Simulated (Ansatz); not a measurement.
# [H···H···F], doublet: transfer scan

Starting geometry:

```xyz
3

H     0.0000    0.0000   -0.8820
H     0.0000    0.0000   -0.1370
F     0.0000    0.0000    1.0190
```

From there H2 is moved from one fragment to the other while all else, the fragments' distance too, stays fixed; atoms are numbered as listed. Energies are in kJ/mol, counted from the starting geometry at the same level.

Basis cc-pVDZ; Ansatz 0.2.0. Correlated methods freeze the noble-gas cores. R marks a restricted (for open shells ROHF) determinant.

Full CI is exact within this basis and frozen core; it isn't the basis-set limit.

```csv
distance H1-H2 (Å),RHF
0.693,0.2
0.745,0.0
0.782,-2.5
0.818,-14.3
0.855,-32.9
0.891,-51.9
0.928,-69.6
0.964,-82.9
1.001,-90.5
```

Estimate the full CI curve in cc-pVDZ from this one, knowing how RHF errs.

The computed full CI values, in kJ/mol from the starting point, and the error of RHF against them:
```tsv
distance H1-H2 (Å)	full CI	RHF less full CI
0.693	21.8	-21.6
0.745	0.0	0.0
0.782	-13.3	10.9
0.818	-25.5	11.2
0.855	-37.3	4.4
0.891	-47.7	-4.3
0.928	-56.2	-13.4
0.964	-61.0	-21.9
1.001	-60.4	-30.1
```

The error spans 41.3 kJ/mol and is largest, -30.1 kJ/mol, at 1.001 Å.
